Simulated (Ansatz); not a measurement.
This script for Ansatz 0.2.0 through its Python package starts 2 runs on AlH₃S₂, SMILES [SH][AlH][SH]. What input does the engine get in each?

`basis_alh3s2.py`
```python
"""How the energy of AlH3S2 converges with the basis."""

import ansatz

geometry_ang = [
    ("S", [-1.2796, -1.2028, -1.1768]),
    ("Al", [0.4636, 0.0394, -0.5001]),
    ("S", [1.3821, -0.3922, 1.4995]),
    ("H", [-2.15, -0.2442, -0.5903]),
    ("H", [1.0569, 1.1967, -1.442]),
    ("H", [0.569, 0.539, 2.1635]),
]
system = ansatz.Crystal.molecule()
for symbol, xyz in geometry_ang:
    system = system.atom(symbol, xyz)

base = system.calculation().functional("pbe0", dispersion="d3bj")

energies = {}
for basis in ["cc-pVDZ", "cc-pVTZ"]:
    report = base.basis(gaussian=basis).run().report
    size = report["n_frozen"] + report["n_occupied"][0] + report["n_virtual"][0]
    energies[basis] = (report["reference_energy_ev"] / 27.211386246, report["free_energy_ev"] / 27.211386246)
    print(f"{basis:14s} {size:4d} orbitals  reference {energies[basis][0]:14.6f} Ha  total {energies[basis][1]:14.6f} Ha")

last = energies["cc-pVTZ"][1]
for basis, (_, total) in energies.items():
    print(f"{basis:14s} lies {27.211386 * (total - last):9.4f} eV above cc-pVTZ")
```

Run 1:
```yaml
crystal:
  periodic: [false, false, false]
  atoms:
    - { symbol: S, position_ang: [-1.2796, -1.2028, -1.1768] }
    - { symbol: Al, position_ang: [0.4636, 0.0394, -0.5001] }
    - { symbol: S, position_ang: [1.3821, -0.3922, 1.4995] }
    - { symbol: H, position_ang: [-2.15, -0.2442, -0.5903] }
    - { symbol: H, position_ang: [1.0569, 1.1967, -1.442] }
    - { symbol: H, position_ang: [0.569, 0.539, 2.1635] }
basis:
  gaussian:
    orbitals: cc-pVDZ
hamiltonian:
  xc: pbe0
  dispersion: d3bj
```

Run 2, against run 1:
```diff
-    orbitals: cc-pVDZ
+    orbitals: cc-pVTZ
```

```console
$ python basis_alh3s2.py
cc-pVDZ          69 orbitals  reference   -1040.284010 Ha  total   -1040.288503 Ha
cc-pVTZ         144 orbitals  reference   -1040.329439 Ha  total   -1040.333931 Ha
cc-pVDZ        lies    1.2362 eV above cc-pVTZ
cc-pVTZ        lies    0.0000 eV above cc-pVTZ
```

Against cc-pVDZ: cc-pVTZ -45.4 mHa. The last step alone is -45.43 mHa. From the first set to the last the time grows from 1.4 to 2.3 s.

What to keep in mind:
- The drop along the ladder measures the basis error, and is no property of the molecule.
- The geometry is a force-field or estimated start, not a minimum of this method, and the last set is no limit. Much of the fall in a total is atomic energy, which cancels in bond and reaction energies.
- Total less reference energy is the dispersion correction.
- For Al to Cl the sets with a tight d function, cc-pV(X+d)Z, are usual.
- Wall time of the script: 4.1 s on 1 thread of AMD EPYC 9B14 (Zen 4), with other jobs on the host, peak memory 0.35 GiB.
